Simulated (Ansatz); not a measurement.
## Ansatz (development build ahead of 0.2.0) run

```yaml
crystal:
  periodic: [false, false, false]
  atoms:
    - { symbol: "N", position_ang: [-0.46523, 0.06026, -0.2546] }
    - { symbol: "N", position_ang: [0.48304, -0.07749, 0.25501] }
    - { symbol: H, position_ang: [-1.20267, 0.57726, 0.238] }
    - { symbol: H, position_ang: [1.20195, -0.59691, -0.25377] }
basis:
  gaussian: { orbitals: def2-SVP }
total_charge: 1
magnetization:
  spin_polarized: true
  initial_magnetization: 1
hamiltonian:
  xc: hf
output:
  forces: true
```

The input is written out in the form of the current development build from the run's settings.

Output:

| Quantity | Value |
| --- | --- |
| Converged | yes |
| Total energy | -109.57503 hartree |
| Spin squared of the determinant | 0.759 |
| Stability test | minimum |

Forces (eV/Å):
```
atom      Fx      Fy      Fz
  N1  -8.254   2.130  -2.413
  N2   8.048  -2.027   2.477
  H3  -1.123   0.194  -0.543
  H4   1.328  -0.298   0.480
```
